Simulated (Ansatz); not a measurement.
Basis-set extrapolation for C3H6N2, SMILES `C=NC(C)=N` (PBE0-D4/def2-TZVP geometry, frozen core, Ansatz). Multiplicity 1, RHF reference.

```tsv
	def2-TZVPP	def2-QZVPP
HF	-226.049207	-226.059586
MP2 correlation	-0.892046	-0.951231
CCSD(T) correlation	-0.965963	not run
```

Energies in hartree. Use E(X) = E(∞) + A·exp(−7.88·√X) for Hartree–Fock and E(X) = E(∞) + B·X^(−2.97) for correlation, with X = 3 and 4, and add CCSD(T) minus MP2 of the smaller set to the MP2 limit.

What is the CCSD(T) energy at the basis-set limit?

HF limit: -226.059586 + (-0.010379) × 0.13774 = -226.06102. MP2 limit: -0.951231 + (-0.059185) × 0.74074 = -0.99507. Higher-order term: -0.965963 − (-0.892046) = -0.07392. Total: -227.13001 hartree, 3.12 eV below CCSD(T)/def2-TZVPP.
